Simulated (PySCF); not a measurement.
How the method changes the constants of AlN

State: ³Σ⁻ (triplet), unpaired electrons π ↑↑. Set-up: basis Al 3-21G, N 3-21G; no relativity; PySCF 2.14. De refers to Al + N in their high-spin ground configurations, without counterpoise correction. The functionals are run spin-unrestricted. A positive dipole means Al(−)N(+).

```csv
Level,Re (Å),ωe (cm⁻¹),De (eV),μ (D)
UHF,1.968,646,0.446,-1.37
UHF-MP2,1.977,640,1.33,n/a
UHF-SCS-MP2,1.981,632,1.37,n/a
UHF-CCSD,1.990,606,1.43,n/a
UHF-CCSD(T),1.993,602,1.48,n/a
LDA,1.984,605,2.74,-0.68
PBE,2.005,586,2.48,-0.73
PW91,2.001,589,2.51,-0.76
TPSS,1.997,602,2.38,-0.73
r²SCAN,1.996,599,2.04,-0.79
PBE0,1.982,619,2.14,-0.97
ωB97X,1.969,637,2.09,-0.99
```

The bond length runs from 1.968 Å (UHF) to 2.005 Å (PBE). De spans 0.45 eV (UHF, mean field) to 2.74 eV (LDA, local density). Correlation at CCSD(T) changes the Hartree–Fock bond energy by +1.03 eV; the triples alone change it by +0.05 eV.

Correlated steps freeze 6 core orbitals. Counting both spins, an empty level lies below a filled one in some of these solutions, because spin and occupation are held. 3-21G is very small, so such numbers show the basis as much as the molecule. The state was picked by a PBE0 search and need not be the measured ground state.
